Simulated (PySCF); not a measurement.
CH2Cl2, SMILES C(Cl)Cl (connectivity only; charge and spin as stated), charge +1, multiplicity 2.

The structure is a stationary point at TPSSh-D3(BJ)/def2-TZVP. The multiplicity is an assumed one; other spin states were not compared.

Calculation: r2SCAN/def2-TZVPD in PySCF.

Isolated molecule, no solvent.

Estimate the frontier levels, dipole moment and polarisability. (Estimate from the structure and the level; the computed values follow.)


| Item | Value |
|---|---|
| α spin, highest occupied and lowest empty level | -14.98 and -7.62 eV |
| β spin, highest occupied and lowest empty level | -14.78 and -13.86 eV |
| dipole moment about the centre of nuclear charge | 0.402 e·Å |
| mean static polarisability | 47.8 bohr³ (7.08 Å³) |
| polarisability, principal values | 28.0, 33.3, 82.1 bohr³ |
| ⟨S²⟩ | 0.753 (pure state 0.75) |
